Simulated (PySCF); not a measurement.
**Stretching NaF**

Set-up: PySCF, no relativity, basis sets Na pcseg-2, F pcseg-2. Energies in eV from Na + F in their ground configurations at the same level. State: ¹Σ⁺ (singlet), closed shell.

All columns are PBE0. A positive dipole means Na(−)F(+).

| R (Å) | E (eV) | μ (D) | Mulliken charge on Na (basis-dependent) | HOMO (eV) | LUMO (eV) | Mayer bond order | ⟨S²⟩ |
| --- | --- | --- | --- | --- | --- | --- | --- |
| 1.668 | -3.935 | -7.01 | 0.80 | -7.03 | -1.26 | 0.36 | 0.00 |
| 1.746 | -4.282 | -7.31 | 0.80 | -7.00 | -1.33 | 0.37 | 0.00 |
| 1.824 | -4.468 | -7.62 | 0.80 | -6.85 | -1.41 | 0.38 | 0.00 |
| 1.882 | -4.533 | -7.84 | 0.79 | -6.74 | -1.46 | 0.39 | 0.00 |
| 1.940 | -4.551 | -8.07 | 0.79 | -6.64 | -1.52 | 0.40 | 0.00 |
| 1.998 | -4.533 | -8.30 | 0.79 | -6.54 | -1.57 | 0.40 | 0.00 |
| 2.076 | -4.468 | -8.61 | 0.79 | -6.40 | -1.65 | 0.40 | 0.00 |
| 2.173 | -4.343 | -9.00 | 0.80 | -6.24 | -1.74 | 0.39 | 0.00 |
| 2.289 | -4.153 | -9.47 | 0.80 | -6.05 | -1.86 | 0.38 | 0.00 |
| 2.444 | -3.869 | -10.11 | 0.81 | -5.82 | -2.01 | 0.37 | 0.00 |

A fit through these points gives, at Re = 1.937 Å, μ = -8.06 D and dμ/dR = -3.92 D/Å; the reduced mass is 10.4 u.

**Question.** How strong is the fundamental in the double-harmonic approximation, I = 42.26·(dμ/dR)²/μred km/mol?

**Answer.** I = 42.26·(-3.92)²/10.4 = 62.4 km/mol at PBE0.
